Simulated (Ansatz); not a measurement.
# C2H8Si (dimethylsilane): levels of theory compared

Aim: a comparison of 6 runs (HF/def2-SVP, BLYP/def2-SVP, PBE/def2-SVP, PBE0/def2-SVP, wB97M-V/def2-SVP, CCSD/def2-SVP) of C2H8Si (dimethylsilane). 

Program for the calculation: Ansatz 0.2.0.

50 further runs of the same task are left out: 50 set aside as unsound or not needed.

### 1 The molecule

The species is C2H8Si (11 atoms), meant as a singlet with charge 0. SMILES: `C[SiH2]C`. The C1–H6 distance was set to 1.967 Å, away from the relaxed value. At this shape a bond of the SMILES string is far longer than usual.

Bond lengths: C1–Si2 1.872 Å, Si2–C3 1.872 Å, C1–H4 1.092 Å, C1–H5 1.093 Å, Si2–H7 1.491 Å, Si2–H8 1.491 Å, C3–H9 1.093 Å, C3–H10 1.092 Å, C3–H11 1.093 Å. Some angles: C1–Si2–C3 111.5°, C1–Si2–H7 109.5°, C1–Si2–H8 109.5°, C3–Si2–H7 109.5°, C3–Si2–H8 109.5°, Si2–C1–H4 111.0°, Si2–C1–H5 110.9°, Si2–C3–H9 110.9°, Si2–C3–H10 111.0°, Si2–C3–H11 110.9°.

### 2 A single-point energy at HF/def2-SVP (run 1)

run.yaml reads:

```yaml
crystal:
  periodic: [false, false, false]
  atoms:
    - {symbol: C, position_ang: [-0.926435, 0.425019, -1.335867]}
    - {symbol: Si, position_ang: [-0.185435, -1.195381, -0.762267]}
    - {symbol: C, position_ang: [1.470365, -0.934481, 0.071033]}
    - {symbol: H, position_ang: [-1.892035, 0.264719, -1.820767]}
    - {symbol: H, position_ang: [-0.267935, 0.922419, -2.052467]}
    - {symbol: H, position_ang: [-1.204900, 1.644900, 0.182100]}
    - {symbol: H, position_ang: [-0.016135, -2.106381, -1.930767]}
    - {symbol: H, position_ang: [-1.121335, -1.861481, 0.188633]}
    - {symbol: H, position_ang: [2.181965, -0.466981, -0.614267]}
    - {symbol: H, position_ang: [1.896365, -1.884181, 0.402733]}
    - {symbol: H, position_ang: [1.368565, -0.286981, 0.945633]}
basis:
  gaussian: {orbitals: def2-SVP}
accuracy: high
output: {orbitals: {seedname: orbitals}}
hamiltonian: {xc: hf}
```

Launch:

```bash
ansatz run run.yaml --threads 1 --pin off --max-ram 3480MiB --events-out events.jsonl --progress --plain --runs-dir runs
```

Output:

```text
Warning: RAYON_NUM_THREADS=1 ignored (pool sized by the plan → 1); use --threads N
Functional definition: HF
  name "HF"
  exchange = exact_x
  correlation = 0
2055 factors; integrals over basis functions are off by at most 3.9e-9 eV
mean field evaluation 1: about -10039.7666 eV, gradient 2.7e1 eV
mean field evaluation 2: about -10039.8250 eV, gradient 2.7e1 eV
mean field evaluation 4: about -10042.3372 eV, gradient 3.0e0 eV
mean field evaluation 8: about -10042.3885 eV, gradient 3.9e-4 eV
mean field -10042.38852748 eV, -369.0509714093 hartree, gradient 1.5e-8 eV, S^2 0.000000; 0 other end points of the search recorded, 0 dependent functions left out
reference -10042.38852748 eV, -369.0509714093 hartree; 17, 17 occupied and 69, 69 virtual orbitals, 2055 factors
Total energy: -10042.38852748 eV, -369.0509714093 hartree
```

Run time: 2.4 s. Hardware: 1 thread of Arm Neoverse V2, shared host; peak memory 0.23 GiB.

### 3 The energy at BLYP/def2-SVP (run 2)

input.yaml reads:

```yaml
crystal:
  periodic: [false, false, false]
  atoms:
    - {symbol: C, position_ang: [-0.926435, 0.425019, -1.335867]}
    - {symbol: Si, position_ang: [-0.185435, -1.195381, -0.762267]}
    - {symbol: C, position_ang: [1.470365, -0.934481, 0.071033]}
    - {symbol: H, position_ang: [-1.892035, 0.264719, -1.820767]}
    - {symbol: H, position_ang: [-0.267935, 0.922419, -2.052467]}
    - {symbol: H, position_ang: [-1.204900, 1.644900, 0.182100]}
    - {symbol: H, position_ang: [-0.016135, -2.106381, -1.930767]}
    - {symbol: H, position_ang: [-1.121335, -1.861481, 0.188633]}
    - {symbol: H, position_ang: [2.181965, -0.466981, -0.614267]}
    - {symbol: H, position_ang: [1.896365, -1.884181, 0.402733]}
    - {symbol: H, position_ang: [1.368565, -0.286981, 0.945633]}
basis:
  gaussian: {orbitals: def2-SVP}
hamiltonian: {xc: {name: BLYP}}
accuracy: high
output: {orbitals: {seedname: orbitals}}
```

Launch:

```bash
ansatz run input.yaml --threads 1 --pin off --max-ram 3480MiB --events-out events.jsonl --progress --plain --runs-dir runs
```

Output:

```text
Warning: RAYON_NUM_THREADS=1 ignored (pool sized by the plan → 1); use --threads N
Functional definition: BLYP
  name "BLYP"
  parameter beta = 0.0042
  parameter a = 0.04918
  parameter b = 0.132
  parameter c = 0.2533
  parameter d = 0.349
  exchange = b88_x(beta = beta)
  correlation = lyp_c(a = a, b = b, c = c, d = d)
2055 factors; integrals over basis functions are off by at most 3.9e-9 eV
mean field evaluation 1: about -10056.9755 eV, gradient 7.7e1 eV
mean field evaluation 2: about -10027.4726 eV, gradient 1.1e2 eV
mean field evaluation 4: about -10072.5243 eV, gradient 1.6e1 eV
mean field evaluation 8: about -10073.4120 eV, gradient 4.4e-1 eV
mean field evaluation 16: about -10073.4126 eV, gradient 6.9e-5 eV
mean field -10073.41256786 eV, -370.1910838647 hartree, gradient 7.9e-8 eV, S^2 0.000000; 0 other end points of the search recorded, 0 dependent functions left out
reference -10073.41262816 eV, -370.1910860807 hartree; 17, 17 occupied and 69, 69 virtual orbitals, 2055 factors
Total energy: -10073.41262816 eV, -370.1910860807 hartree
```

Wall time 6 s (1 thread of Arm Neoverse V2, shared host); peak memory 0.22 GiB.

Runs 3 to 5 aren't shown in full; the table further down has their settings and results.

### 4 A single-point energy at CCSD/def2-SVP (run 6)

in.yaml reads:

```yaml
crystal:
  periodic: [false, false, false]
  atoms:
    - {symbol: C, position_ang: [-0.926435, 0.425019, -1.335867]}
    - {symbol: Si, position_ang: [-0.185435, -1.195381, -0.762267]}
    - {symbol: C, position_ang: [1.470365, -0.934481, 0.071033]}
    - {symbol: H, position_ang: [-1.892035, 0.264719, -1.820767]}
    - {symbol: H, position_ang: [-0.267935, 0.922419, -2.052467]}
    - {symbol: H, position_ang: [-1.204900, 1.644900, 0.182100]}
    - {symbol: H, position_ang: [-0.016135, -2.106381, -1.930767]}
    - {symbol: H, position_ang: [-1.121335, -1.861481, 0.188633]}
    - {symbol: H, position_ang: [2.181965, -0.466981, -0.614267]}
    - {symbol: H, position_ang: [1.896365, -1.884181, 0.402733]}
    - {symbol: H, position_ang: [1.368565, -0.286981, 0.945633]}
basis:
  gaussian: {orbitals: def2-SVP}
scf: {omitted_lower_state_checks: [cluster_reference, increment]}
correlation: {method: ccsd, frozen_orbitals: {C: 1, H: 0, Si: 5}}
accuracy: high
```

Launch:

```bash
ansatz run in.yaml --threads 1 --pin off --max-ram 3480MiB --events-out events.jsonl --progress --plain --runs-dir runs
```

Output:

```text
Warning: RAYON_NUM_THREADS=1 ignored (pool sized by the plan → 1); use --threads N
[... 11 lines left out ...]
7 core orbitals not correlated: weight in the atoms' cores, before any rotation towards them, 1.000 or more for the frozen orbitals, at most 0.000 for the correlated occupied ones
[... 27 lines left out ...]
Total energy: -10055.23707066 eV, -369.5231466621 hartree
Checks for a lower state left out: cluster_reference, increment
```

It took 16 s on 1 thread of Arm Neoverse V2, shared host; peak memory 0.5 GiB.

### 5 The series

| run | level | frozen core orbitals | energy (Eh) | HOMO energy (eV) | LUMO energy (eV) | HOMO–LUMO gap (eV) | wall time |
| --- | --- | --- | --- | --- | --- | --- | --- |
| 1 | HF/def2-SVP | – | -369.050971 | -10.28 | 1.76 | 12.04 | 2.4 s |
| 2 | BLYP/def2-SVP | – | -370.191086 | -6.76 | -2.71 | 4.05 | 6 s |
| 3 | PBE/def2-SVP | – | -369.981720 | -6.91 | -2.82 | 4.08 | 6 s |
| 4 | PBE0/def2-SVP | – | -370.026897 | -7.99 | -1.89 | 6.09 | 7.5 s |
| 5 | wB97M-V/def2-SVP | – | -370.159239 | -10.01 | 0.15 | 10.16 | 65 s |
| 6 | CCSD/def2-SVP | 7 | -369.523147 | – | – | – | 16 s |

### 6 What came out

```
                                          quantity          value
                               run 6: total energy  -369.52315 Eh
run 6: correlation energy (7 core orbitals frozen)     -472.2 mEh
                              run 6: T1 diagnostic          0.016
```

Over runs 1, 2, 3, 4, 5 the HOMO–LUMO gap runs from 4.05 eV (BLYP/def2-SVP) to 12.04 eV (HF/def2-SVP). Exact exchange widens orbital gaps. Totals of different functionals can't be ranked against each other. In run 6 the log says that unrestricted orbitals would lower the reference, so the values rest on an unstable closed-shell determinant (other closed-shell runs at this shape may share the fault). In runs 1, 2, 3, 4, 5, 6 a closed-shell determinant meets a far-stretched bond, which it describes badly. All runs together took 1.7 min, the longest 65 s.
